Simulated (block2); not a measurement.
# DMRG/STO-3G run of H2NO (SMILES N[O])

Aim: the energy change on altering one bond length of H2NO at DMRG/STO-3G, from 2 runs. 

The calculation is run with block2 0.5.4.

3 further runs of the same task are left out: 3 set aside as unsound or not needed.

## 1. Starting point

The species is H2NO (4 atoms), meant as a doublet with charge 0. As SMILES, `N[O]`. The coordinates come from a GFN2-xTB relaxation.

Bond lengths: N1–O2 1.277 Å, N1–H3 1.017 Å, N1–H4 1.017 Å. Angles: O2–N1–H3 118.4°, O2–N1–H4 118.4°, H3–N1–H4 119.4°.

## 2. A single-point energy at DMRG/STO-3G

File run_dmrg.py:

```python
import numpy as np
from pyscf import cc, dft, gto, mcscf, mp, scf
from pyblock2._pyscf.ao2mo import integrals as itg
from pyblock2.driver.core import DMRGDriver, SymmetryTypes

mol = gto.M(atom="""
N     -0.02855376     0.07768664    -0.20324004
O      1.51996341     0.67506686     1.54919748
H     -1.83002968     0.73795695    -0.09465638
H      0.33862002    -1.49071045    -1.25130105
""", basis="sto-3g", unit="bohr", spin=1, verbose=4, max_memory=2000)
print("basis functions         : %d" % (mol.nao))
mf = scf.ROHF(mol)
mf.conv_tol = 1e-10
mf.max_cycle = 200
mf.kernel()
if not mf.converged:
    mf = mf.newton().run(mf.mo_coeff, mf.mo_occ)
print("E(SCF)                  : %.10f" % (mf.e_tot))
ref = scf.UHF(mol).run(mf.make_rdm1(), conv_tol=1e-10)
pt = mp.MP2(ref, frozen=2).run()
mycc = cc.CCSD(ref, frozen=2)
mycc.max_cycle = 150
mycc.kernel()
print("E(MP2)                  : %.10f" % (pt.e_tot))
if mycc.converged:
    print("CCSD total energy       : %.10f" % (mycc.e_tot))
    print("E(CCSD(T))              : %.10f" % (mycc.e_tot + mycc.ccsd_t()))
ks = dft.UKS(mol, xc="blyp").set(conv_tol=1e-9, verbose=3).run(mf.make_rdm1())
if ks.converged:
    print("E(BLYP)                 : %.8f" % (ks.e_tot))
ks = dft.UKS(mol, xc="wb97x").set(conv_tol=1e-9, verbose=3).run(mf.make_rdm1())
if ks.converged:
    print(f"E(wB97X)                : {ks.e_tot:.8f}")
ks = dft.UKS(mol, xc="camb3lyp").set(conv_tol=1e-9, verbose=3).run(mf.make_rdm1())
if ks.converged:
    print("E(CAM-B3LYP)            : %.8f" % (ks.e_tot))
occ_no, mo = mcscf.addons.make_natural_orbitals(mp.MP2(mf.to_uhf(), frozen=2).run())
mf.mo_coeff = mo
ncas, n_elec, spin, ecore, h1e, g2e, orb_sym = itg.get_rhf_integrals(mf, ncore=2, ncas=10, pg_symm=False, g2e_symm=1)
drv = DMRGDriver(scratch="./tmp", symm_type=SymmetryTypes.SU2, stack_mem=1500 << 20, n_threads=1)
idx = drv.orbital_reordering(h1e, g2e, method="fiedler")
print("orbital order:", idx.tolist())
h1e = h1e[np.ix_(idx, idx)]
g2e = g2e[np.ix_(idx, idx, idx, idx)]
orb_sym = np.array(orb_sym)[idx]
drv.initialize_system(n_sites=ncas, n_elec=n_elec, spin=spin, orb_sym=orb_sym)
mpo = drv.get_qc_mpo(h1e=h1e, g2e=g2e, ecore=ecore, iprint=1)
occs = np.array([1.9] * 6 + [1.0] * 1 + [0.1] * 3)[idx]
mps = drv.get_random_mps(tag="GS", bond_dim=50, nroots=1, occs=occs)
bond_dims = [50] * 4 + [75] * 2 + [100] * 2
noises = [0.0001] * 4 + [0.0001] * 2 + [1e-05] * 2 + [0]
thrds = [1e-07] * 8
e = drv.dmrg(mpo, mps, n_sweeps=14, tol=1e-06, bond_dims=bond_dims, noises=noises, thrds=thrds, iprint=1)
ms, dws, es = drv.get_dmrg_results()
print("discarded weight        : %.3e" % (dws[-1]))
print(f"E(final)                : {e:.10f}")
dm1 = drv.get_1pdm(mps)
print("NOONs                   :", np.round(np.linalg.eigvalsh(dm1)[::-1], 5).tolist())
c_act = mf.mo_coeff[:, 2:12][:, idx]
dm_ao = c_act @ dm1 @ c_act.T + 2 * mf.mo_coeff[:, :2] @ mf.mo_coeff[:, :2].T
print("dipole moment (debye)   :", np.round(scf.hf.dip_moment(mol, dm_ao, verbose=0), 4).tolist())
print(f"largest bipartite entropy: {max(drv.get_bipartite_entanglement(mps)):.4f}")
csf, coef = drv.get_csf_coefficients(mps, cutoff=0.08, iprint=1)
print(f"leading coefficient squared: {np.max(np.abs(coef)) ** 2:.4f}")
ci = mcscf.CASCI(mf, 10, (7, 6))
ci.fix_spin_(ss=0.75)
ci.fcisolver.conv_tol = 1e-10
ci.fcisolver.max_cycle = 200
ci.kernel()
print("FCI energy              : %.10f" % (ci.e_tot))
```

The run is started by

```console
$ python run_dmrg.py
```

The program printed:

```text
[INPUT] verbose = 4
[INPUT] num. atoms = 4
[INPUT] num. electrons = 17
[INPUT] charge = 0
[INPUT] spin (= nelec alpha-beta = 2S) = 1
[INPUT] symmetry False subgroup None
[INPUT] Mole.unit = bohr
[INPUT] Symbol           X                Y                Z      unit          X                Y                Z       unit  Magmom
[INPUT]  1 N     -0.015109999078   0.041109999481  -0.107549997514 AA   -0.028553760000   0.077686640000  -0.203240040000 Bohr   0.0
[INPUT]  2 O      0.804329998004   0.357229998159   0.819800001631 AA    1.519963410000   0.675066860000   1.549197480000 Bohr   0.0
[INPUT]  3 H     -0.968410001963   0.390510000580  -0.050089999164 AA   -1.830029680000   0.737956950000  -0.094656380000 Bohr   0.0
[INPUT]  4 H      0.179189997745  -0.788849998220  -0.662159999660 AA    0.338620020000  -1.490710450000  -1.251301050000 Bohr   0.0

nuclear repulsion = 35.0747341738965
number of shells = 8
number of NR pGTOs = 36
number of NR cGTOs = 12
basis = sto-3g
ecp = {}
CPU time:         1.05
basis functions         : 12

[... 41 lines left out ...]
converged SCF energy = -128.673503724454
[... 61 lines left out ...]
converged SCF energy = -128.674423828905  <S^2> = 0.75202998  2S+1 = 2.002029
[... 22 lines left out ...]
Init t2, MP2 energy = -0.0640023309482269
[... 14 lines left out ...]
UCCSD converged
[... 2 lines left out ...]
CCSD total energy       : -128.7619019868
[... 11 lines left out ...]
converged SCF energy = -129.24063093191  <S^2> = 0.75047054  2S+1 = 2.0004705
[... 10 lines left out ...]
converged SCF energy = -129.283160716353  <S^2> = 0.75076295  2S+1 = 2.0007628
[... 10 lines left out ...]
converged SCF energy = -129.234117068431  <S^2> = 0.75070034  2S+1 = 2.0007002
[... 11 lines left out ...]
integral symmetrize error =  0.0
integral cutoff error =  0.0
[... 36 lines left out ...]
Sweep =    6 | Direction =  forward | Bond dimension =  100 | Noise =  1.00e-05 | Dav threshold =  1.00e-07
Time elapsed =      5.287 | E =    -128.7634629357 | DE = -1.24e-05 | DW = 2.00773e-06

Sweep =    7 | Direction = backward | Bond dimension =  100 | Noise =  1.00e-05 | Dav threshold =  1.00e-07
Time elapsed =      6.429 | E =    -128.7634679899 | DE = -5.05e-06 | DW = 2.45113e-06

Sweep =    8 | Direction =  forward | Bond dimension =  100 | Noise =  0.00e+00 | Dav threshold =  1.00e-07
Time elapsed =      7.474 | E =    -128.7634679906 | DE = -7.20e-10 | DW = 2.02690e-06

discarded weight        : 2.027e-06
E(final)                : -128.7634679906
NOONs                   : [1.99794, 1.9932, 1.98659, 1.97953, 1.97631, 1.96739, 1.01601, 0.03554, 0.02412, 0.02337]
dipole moment (debye)   : [-1.4313, -0.8651, -1.0167]
largest bipartite entropy: 0.2614
mps center changed (temporarily)
DTRIE T =      0.001
Number of CSF =          2 (cutoff =      0.08)
Sum of weights of included CSF =    0.944842414640093

CSF          0 0202220-22  =    0.968675090736348
CSF          1 0202-+-222  =   -0.080690663815717
leading coefficient squared: 0.9383

******** <class 'pyscf.mcscf.casci.CASCI'> ********
CAS (7e+6e, 10o), ncore = 2, nvir = 0
natorb = False
canonicalization = True
sorting_mo_energy = False
max_memory 2000 MB (current use 334 MB)
******** <class 'pyscf.fci.addons.SpinPenaltyFCISolver'> ********
max. cycles = 200
conv_tol = 1e-10
davidson only = True
linear dependence = 1e-12
level shift = 0.001
max iter space = 12
max_memory 2000 MB
nroots = 1
pspace_size = 400
spin = None
Density matrix diagonal elements [1.99781684 1.99140783 1.98123385 1.97410949 1.97663883 1.96683011
 1.0265306  0.03598369 0.02558297 0.02386579]
CASCI converged
CASCI E = -128.763473326042  E(CI) = -47.2326797348003  S^2 = 0.7500000
FCI energy              : -128.7634733260
```

It took 19 s on 1 thread of Intel Xeon at 2.50GHz (Skylake/Cascade Lake), shared host; peak memory 0.31 GiB.

## 3. The distorted shape: the energy at DMRG/STO-3G

File mol.xyz:

```xyz
4
H2NO
N     -0.044257     0.165614    -0.024352
O      0.775183     0.481734     0.902998
H     -0.997557     0.515014     0.033108
H      0.179190    -0.788850    -0.662160
```

File block2_dmrg.py:

```python
import numpy as np
from pyscf import cc, dft, gto, mcscf, mp, scf
from pyblock2._pyscf.ao2mo import integrals as itg
from pyblock2.driver.core import DMRGDriver, SymmetryTypes

geom = "mol.xyz"
mol = gto.M(
    atom=geom,
    basis="sto-3g",
    spin=1,
    verbose=4,
    max_memory=2000,
)
print("basis functions = %d" % (mol.nao))
mf = scf.ROHF(mol)
mf.conv_tol = 1e-10
mf.max_cycle = 200
mf.kernel()
if not mf.converged:
    mf = mf.newton().run(mf.mo_coeff, mf.mo_occ)
print(f"SCF energy = {mf.e_tot:.10f}")
ref = scf.UHF(mol).run(mf.make_rdm1(), conv_tol=1e-10)
pt = mp.MP2(ref, frozen=2).run()
mycc = cc.CCSD(ref, frozen=2)
mycc.max_cycle = 150
mycc.kernel()
print("MP2 total energy = %.10f" % (pt.e_tot))
if mycc.converged:
    print(f"E(CCSD) = {mycc.e_tot:.10f}")
    print(f"CCSD(T) total energy = {mycc.e_tot + mycc.ccsd_t():.10f}")
ks = dft.UKS(mol, xc="blyp").set(conv_tol=1e-9, verbose=3).run(mf.make_rdm1())
if ks.converged:
    print(f"E(BLYP) = {ks.e_tot:.8f}")
ks = dft.UKS(mol, xc="wb97x").set(conv_tol=1e-9, verbose=3).run(mf.make_rdm1())
if ks.converged:
    print(f"E(wB97X) = {ks.e_tot:.8f}")
ks = dft.UKS(mol, xc="camb3lyp").set(conv_tol=1e-9, verbose=3).run(mf.make_rdm1())
if ks.converged:
    print("E(CAM-B3LYP) = %.8f" % (ks.e_tot))
occ_no, mo = mcscf.addons.make_natural_orbitals(mp.MP2(mf.to_uhf(), frozen=2).run())
mf.mo_coeff = mo
ncas, n_elec, spin, ecore, h1e, g2e, orb_sym = itg.get_rhf_integrals(mf, ncore=2, ncas=10, pg_symm=False, g2e_symm=1)
dmrg = DMRGDriver(scratch="./tmp", symm_type=SymmetryTypes.SU2, stack_mem=1500 << 20, n_threads=1)
idx = dmrg.orbital_reordering(h1e, g2e, method="gaopt")
print("orbital order:", idx.tolist())
h1e = h1e[np.ix_(idx, idx)]
g2e = g2e[np.ix_(idx, idx, idx, idx)]
orb_sym = np.array(orb_sym)[idx]
dmrg.initialize_system(n_sites=ncas, n_elec=n_elec, spin=spin, orb_sym=orb_sym)
mpo = dmrg.get_qc_mpo(h1e=h1e, g2e=g2e, ecore=ecore, iprint=1)
occs = np.array([1.8] * 6 + [1.0] * 1 + [0.2] * 3)[idx]
psi = dmrg.get_random_mps(tag="GS", bond_dim=25, nroots=1, occs=occs)
bond_dims = [25] * 3 + [50] * 2 + [100] * 2
noises = [0.0001] * 3 + [0.0001] * 2 + [1e-05] * 2 + [0]
thrds = [1e-07] * 7
e = dmrg.dmrg(mpo, psi, n_sweeps=13, tol=1e-07, bond_dims=bond_dims, noises=noises, thrds=thrds, iprint=1)
ms, dws, es = dmrg.get_dmrg_results()
print("max discarded weight = %.3e" % (dws[-1]))
print("E(final) = %.10f" % (e))
dm1 = dmrg.get_1pdm(psi)
print("NOONs =", np.round(np.linalg.eigvalsh(dm1)[::-1], 5).tolist())
c_act = mf.mo_coeff[:, 2:12][:, idx]
dm_ao = c_act @ dm1 @ c_act.T + 2 * mf.mo_coeff[:, :2] @ mf.mo_coeff[:, :2].T
print("dipole / D =", np.round(scf.hf.dip_moment(mol, dm_ao, verbose=0), 4).tolist())
print("largest bipartite entropy = %.4f" % (max(dmrg.get_bipartite_entanglement(psi))))
csf, coef = dmrg.get_csf_coefficients(psi, cutoff=0.05, iprint=1)
print(f"c0^2 = {np.max(np.abs(coef)) ** 2:.4f}")
ci = mcscf.CASCI(mf, 10, (7, 6))
ci.fix_spin_(ss=0.75)
ci.fcisolver.conv_tol = 1e-10
ci.fcisolver.max_cycle = 200
ci.kernel()
print(f"exact diagonalisation = {ci.e_tot:.10f}")
```

The run is started by

```console
$ python block2_dmrg.py
```

The program printed:

```text
[INPUT] verbose = 4
[INPUT] num. atoms = 4
[INPUT] num. electrons = 17
[INPUT] charge = 0
[INPUT] spin (= nelec alpha-beta = 2S) = 1
[INPUT] symmetry False subgroup None
[INPUT] Mole.unit = angstrom
[INPUT] Symbol           X                Y                Z      unit          X                Y                Z       unit  Magmom
[INPUT]  1 N     -0.044257000000   0.165614000000  -0.024352000000 AA   -0.083633609095   0.312965102394  -0.046018610585 Bohr   0.0
[INPUT]  2 O      0.775183000000   0.481734000000   0.902998000000 AA    1.464883566419   0.910345324891   1.706418911030 Bohr   0.0
[INPUT]  3 H     -0.997557000000   0.515014000000   0.033108000000 AA   -1.885109523643   0.973235410317   0.062565052532 Bohr   0.0
[INPUT]  4 H      0.179190000000  -0.788850000000  -0.662160000000 AA    0.338620024261  -1.490710453363  -1.251301050642 Bohr   0.0

nuclear repulsion = 34.4485804795811
number of shells = 8
number of NR pGTOs = 36
number of NR cGTOs = 12
basis = sto-3g
ecp = {}
CPU time:         1.10
basis functions = 12

[... 47 lines left out ...]
converged SCF energy = -128.656832207192
SCF energy = -128.6568322072
[... 76 lines left out ...]
converged SCF energy = -128.657805718623  <S^2> = 0.75255391  2S+1 = 2.0025523
[... 22 lines left out ...]
Init t2, MP2 energy = -0.0703856165682838
[... 18 lines left out ...]
UCCSD converged
[... 1 line left out ...]
MP2 total energy = -128.7281913361
[... 2 lines left out ...]
CCSD(T) total energy = -128.7564676969
[... 9 lines left out ...]
converged SCF energy = -129.239044225147  <S^2> = 0.75070968  2S+1 = 2.0007096
[... 10 lines left out ...]
converged SCF energy = -129.274949043495  <S^2> = 0.75110181  2S+1 = 2.0011015
[... 10 lines left out ...]
converged SCF energy = -129.226457451674  <S^2> = 0.75101779  2S+1 = 2.0010175
[... 11 lines left out ...]
integral symmetrize error =  0.0
integral cutoff error =  0.0
[... 42 lines left out ...]
Sweep =    8 | Direction =  forward | Bond dimension =  100 | Noise =  0.00e+00 | Dav threshold =  1.00e-08
Time elapsed =      6.751 | E =    -128.7572782453 | DE = -3.98e-07 | DW = 4.35577e-06

Sweep =    9 | Direction = backward | Bond dimension =  100 | Noise =  0.00e+00 | Dav threshold =  1.00e-08
Time elapsed =      7.952 | E =    -128.7572782476 | DE = -2.39e-09 | DW = 4.35674e-06

max discarded weight = 4.357e-06
E(final) = -128.7572782476
NOONs = [1.9979, 1.98988, 1.98531, 1.97644, 1.96896, 1.95973, 1.01849, 0.04563, 0.03409, 0.02357]
dipole / D = [-1.4677, -0.7988, -0.9624]
largest bipartite entropy = 0.3802
DTRIE T =      0.002
Number of CSF =          7 (cutoff =      0.05)
Sum of weights of included CSF =    0.947445965846310

CSF          0 0222020-22  =    0.960893789252293
CSF          1 0-22020222  =    0.079351620383535
CSF          2 022-020222  =    0.069466584343160
CSF          3 0-220+-222  =   -0.061621523493169
CSF          4 0222200-22  =   -0.059232073666298
CSF          5 0222002-22  =   -0.054986874410931
CSF          6 022-0+-222  =   -0.051745517283822
c0^2 = 0.9233

******** <class 'pyscf.mcscf.casci.CASCI'> ********
CAS (7e+6e, 10o), ncore = 2, nvir = 0
natorb = False
canonicalization = True
sorting_mo_energy = False
max_memory 2000 MB (current use 287 MB)
******** <class 'pyscf.fci.addons.SpinPenaltyFCISolver'> ********
max. cycles = 200
conv_tol = 1e-10
davidson only = True
linear dependence = 1e-12
level shift = 0.001
max iter space = 12
max_memory 2000 MB
nroots = 1
pspace_size = 400
spin = None
Density matrix diagonal elements [1.99776741 1.98606095 1.97819721 1.97027846 1.96784576 1.96091214
 1.0312936  0.04295268 0.04017411 0.02451768]
CASCI converged
CASCI E = -128.757286716019  E(CI) = -46.7684795496583  S^2 = 0.7500000
exact diagonalisation = -128.7572867160
```

Wall time 25 s (1 thread of Intel Xeon at 2.50GHz (Skylake/Cascade Lake), shared host); peak memory 0.3 GiB.

## 4. Results

Level: DMRG/STO-3G, 2 core orbitals frozen.

| quantity | value |
| --- | --- |
| run 1, DMRG/STO-3G: total energy | -128.76347 Eh |
| run 1, DMRG/STO-3G: dipole moment (of the density that the program reports) | 1.96 D |
| distorted shape: total energy | -128.75728 Eh |
| distorted shape: dipole moment (of the density that the program reports) | 1.93 D |
| energy change with the N1–H4 bond stretched from 1.017 to 1.169 Å | 0.168 eV |

What this shows: With the N1–H4 bond stretched from 1.017 to 1.169 Å the energy rises by 0.17 eV (3.9 kcal/mol). The first shape isn't relaxed at this level, so the change isn't measured from a minimum. The minimal basis adds a large error of its own.
